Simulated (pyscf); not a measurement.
Optimised with ωB97X-D3(BJ)/def2-SVP in PySCF.

**Question.** For the elementary gas-phase step F–N•–F (SMILES F[N]F) + H₃Si–SiH₃ (SMILES [SiH3][SiH3]) → F–N(F)–SiH₃ (SMILES FN(F)[SiH3]) + SiH₃• (SMILES [SiH3]) (doublet surface; Si–Si broken, N–Si formed), what barrier and reaction energy does PBE/def2-TZVP give, measured from the separated reactants?

**Answer.** ΔE‡ = 0.56 eV, ΔE = +0.75 eV. ωB97M-D3(BJ)/def2-TZVP gives 1.04 eV and +0.64 eV. Zero-point energy shifts the barrier by +0.02 eV. It is a substitution at Si, with an imaginary mode of 943i cm⁻¹. On the product side the descent ends in a complex, 0.18 eV under the separated species and 0.39 eV under the saddle at ωB97X-D3(BJ)/def2-TZVP. At PBE the saddle lies under the separated products, which points to a path from their complex (located at ωB97X-D3(BJ) alone), and parting the products costs more than the saddle. F–N(F)–SiH₃ lies 8.78 eV over its isomer H₂N–SiH(F)–F (electronic energy, ωB97M-D3(BJ)/def2-TZVP). This is the saddle that the search found; another between the same sides may lie lower. The angle at the attacked Si is 176°.
